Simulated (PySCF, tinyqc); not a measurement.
Inside a calculation. Method: CIS on RHF in the sto-3g basis, for CH+, spin multiplicity 1. The lowest restricted solution is unstable here: a spin-polarised one lies 0.0133 hartree lower (PySCF). One step of it, computed by the program tinyqc.

Problem. CIS matrix, singlets. A(ia,jb) = (e_a - e_i) d_ij d_ab + 2 (ia|jb) - (ij|ab).

orbital energies (hartree): MO1 -11.722536, MO2 -1.291446, MO3 -0.876201, MO4 -0.301560, MO5 -0.301560, MO6 0.262778

Two-electron integrals over orbitals (pq|rs), unique and non-zero (hartree):
```
(11|11) 3.512194    (21|11) -0.294106   (21|21) 0.040769    (22|11) 0.755278
(22|21) -0.004163   (22|22) 0.634877    (31|11) 0.194644    (31|21) -0.021288
(31|22) 0.020818    (31|31) 0.028330    (32|11) -0.078366   (32|21) 0.009419
(32|22) 0.061150    (32|31) 0.009158    (32|32) 0.079512    (33|11) 0.791829
(33|21) -0.015426   (33|22) 0.507564    (33|31) -0.008531   (33|32) -0.058914
(33|33) 0.651418    (41|41) 0.021512    (42|41) 0.023553    (42|42) 0.093566
(43|41) -0.015623   (43|42) -0.046147   (43|43) 0.059185    (44|11) 0.852055
(44|21) -0.009200   (44|22) 0.564866    (44|31) 0.005676    (44|32) -0.041489
(44|33) 0.577527    (44|44) 0.672833    (51|51) 0.021512    (52|51) 0.023553
(52|52) 0.093566    (53|51) -0.015623   (53|52) -0.046147   (53|53) 0.059185
(54|54) 0.036269    (55|11) 0.852055    (55|21) -0.009200   (55|22) 0.564866
(55|31) 0.005676    (55|32) -0.041489   (55|33) 0.577527    (55|44) 0.600295
(55|55) 0.672833    (61|11) 0.152492    (61|21) -0.025808   (61|22) -0.010000
(61|31) 0.000824    (61|32) -0.014690   (61|33) 0.020547    (61|44) 0.003703
(61|55) 0.003703    (61|61) 0.025745    (62|11) -0.221707   (62|21) 0.003498
(62|22) -0.058864   (62|31) -0.012562   (62|32) 0.031666    (62|33) -0.043870
(62|44) -0.107813   (62|55) -0.107813   (62|61) 0.005679    (62|62) 0.109529
(63|11) -0.136465   (63|21) 0.004744    (63|22) 0.011237    (63|31) 0.005449
(63|32) 0.060788    (63|33) -0.090901   (63|44) -0.061978   (63|55) -0.061978
(63|61) -0.008243   (63|62) 0.060176    (63|63) 0.084758    (64|41) -0.011385
(64|42) -0.042304   (64|43) 0.007881    (64|64) 0.029492    (65|51) -0.011385
(65|52) -0.042304   (65|53) 0.007881    (65|65) 0.029492    (66|11) 0.701683
(66|21) -0.003606   (66|22) 0.610349    (66|31) 0.017713    (66|32) 0.085897
(66|33) 0.498155    (66|44) 0.506821    (66|55) 0.506821    (66|61) -0.008774
(66|62) 0.015746    (66|63) 0.053351    (66|66) 0.677985
```

Give: CIS matrix A, singlet.

Solution.

CIS matrix A, singlet (hartree):
```
        1>4     1>5     1>6     2>4     2>5    2>6     3>4     3>5
1>4  10.612   0.000   0.000   0.056   0.000  0.000  -0.037   0.000
1>5   0.000  10.612   0.000   0.000   0.056  0.000   0.000  -0.037
1>6   0.000   0.000  11.335   0.000   0.000  0.015   0.000   0.000
2>4   0.056   0.000   0.000   0.612   0.000  0.000  -0.051   0.000
2>5   0.000   0.056   0.000   0.000   0.612  0.000   0.000  -0.051
2>6   0.000   0.000   0.015   0.000   0.000  1.163   0.000   0.000
3>4  -0.037   0.000   0.000  -0.051   0.000  0.000   0.115   0.000
3>5   0.000  -0.037   0.000   0.000  -0.051  0.000   0.000   0.115
3>6   0.000   0.000  -0.034   0.000   0.000  0.034   0.000   0.000

        3>6
1>4   0.000
1>5   0.000
1>6  -0.034
2>4   0.000
2>5   0.000
2>6   0.034
3>4   0.000
3>5   0.000
3>6   0.810
```
